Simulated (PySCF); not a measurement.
Species: C4H6F2.
Atom-mapped SMILES: `[F:1][CH2:2][C:3]1([F:4])[CH2:5][CH2:6]1` (hydrogens: H7, H8 on C2; H9, H10 on C5; H11, H12 on C6)

Method: PBE0-D3(BJ)/def2-SVP geometry optimisation, gas phase in PySCF; density fitting, grid level 1; the optimiser is geomeTRIC in internal coordinates, started from a GFN2-xTB structure with every atom displaced at random (about 0.01 Å).

Step 0: E = -9661.1762 eV
```
atom  x, y, z in Å  |  force x, y, z in eV/Å
F1      1.5019    1.0547   -0.8961   -0.191   0.299  -0.872
C2      1.3432    0.5212    0.3377   -0.095  -0.068   0.184
C3     -0.0046   -0.1852    0.4559    1.152   0.247   0.878
F4     -0.0660   -0.7123    1.7278   -0.285   0.083  -0.506
C5     -1.2342    0.3362   -0.1741   -0.486  -0.033   0.741
C6     -0.6115   -0.9301   -0.6631   -0.054  -0.173   0.364
H7      2.1829   -0.1798    0.4814   -0.194  -0.204   0.315
H8      1.4401    1.3499    1.0679   -0.212  -0.299   0.123
H9     -1.1598    1.2350   -0.7535    0.133   0.605  -0.546
H10    -2.1528    0.2663    0.4143    0.009  -0.094   0.023
H11    -0.1053   -0.9277   -1.6026    0.503   0.055  -0.870
H12    -1.0968   -1.8616   -0.4172   -0.281  -0.419   0.166
```

Step 1: E = -9661.2246 eV
```
atom  x, y, z in Å  |  force x, y, z in eV/Å
F1      1.4284    1.1087   -0.9086    0.114  -0.054   0.177
C2      1.3431    0.5381    0.3377    0.011  -0.265  -0.261
C3      0.0525   -0.2252    0.4405   -0.381   0.313  -0.032
F4     -0.0848   -0.7558    1.6813    0.152  -0.156   0.336
C5     -1.1785    0.3526   -0.1605    0.042   0.027  -0.182
C6     -0.6141   -0.9568   -0.6656    0.044  -0.026  -0.148
H7      2.2162   -0.1185    0.5110   -0.062   0.043  -0.093
H8      1.3299    1.3223    1.1082    0.098   0.145   0.041
H9     -1.0591    1.2446   -0.7836   -0.021  -0.076   0.009
H10    -2.0846    0.3132    0.4413   -0.122  -0.009   0.094
H11    -0.1601   -0.9966   -1.6607    0.053   0.057   0.084
H12    -1.1519   -1.8602   -0.3628    0.073   0.000  -0.026
```

Step 2: E = -9661.2525 eV
```
atom  x, y, z in Å  |  force x, y, z in eV/Å
F1      1.4559    1.0782   -0.9163   -0.054  -0.003   0.011
C2      1.3409    0.5303    0.3340    0.051  -0.068  -0.050
C3      0.0323   -0.2046    0.4552   -0.179   0.208   0.014
F4     -0.0840   -0.7492    1.7002    0.081   0.012  -0.007
C5     -1.2072    0.3508   -0.1575    0.089  -0.010   0.012
C6     -0.6053   -0.9405   -0.6642   -0.030  -0.100   0.012
H7      2.1923   -0.1509    0.5024   -0.034  -0.050   0.027
H8      1.3753    1.3337    1.0899    0.022   0.005  -0.009
H9     -1.1007    1.2408   -0.7824   -0.008   0.018   0.006
H10    -2.1204    0.2981    0.4408    0.008  -0.040  -0.015
H11    -0.1254   -0.9575   -1.6461    0.040   0.057   0.028
H12    -1.1166   -1.8628   -0.3776    0.014  -0.029  -0.030
```

Question: Estimate the geometry and energy of step 3. (The exact step hangs on the optimiser's Hessian estimate; all steps are aligned on step 2, rigid shifts and turns removed.)

Answer: E = -9661.2606 eV, largest force 0.113 eV/Å
```
atom  x, y, z in Å  |  force x, y, z in eV/Å
F1      1.4529    1.0499   -0.9282    0.002   0.026  -0.035
C2      1.3386    0.5235    0.3300    0.022   0.036   0.008
C3      0.0193   -0.1833    0.4662   -0.075   0.004   0.072
F4     -0.0792   -0.7335    1.7116   -0.003   0.044  -0.051
C5     -1.2222    0.3529   -0.1538    0.064  -0.013   0.024
C6     -0.5956   -0.9273   -0.6602   -0.030  -0.105   0.026
H7      2.1648   -0.1869    0.5022    0.007  -0.016   0.010
H8      1.4083    1.3375    1.0733    0.004  -0.025  -0.022
H9     -1.1266    1.2468   -0.7748   -0.026   0.021   0.007
H10    -2.1420    0.2741    0.4323    0.033  -0.002  -0.011
H11    -0.0924   -0.9226   -1.6298    0.017   0.035  -0.003
H12    -1.0888   -1.8645   -0.3905   -0.015  -0.005  -0.023
```

The energy changes by -0.0081 eV. The first-order estimate −F·Δx gives -0.0147 eV and the mean of the old and new forces, exact on a quadratic surface, -0.0081 eV. The step makes an angle of 68° with the force vector and moves no atom by more than 0.051 Å.

The cost below is that of the whole optimisation. Hardware: one thread of an Arm Neoverse V2 (shared host). Cost: 45 s, 0.48 GiB resident at most.
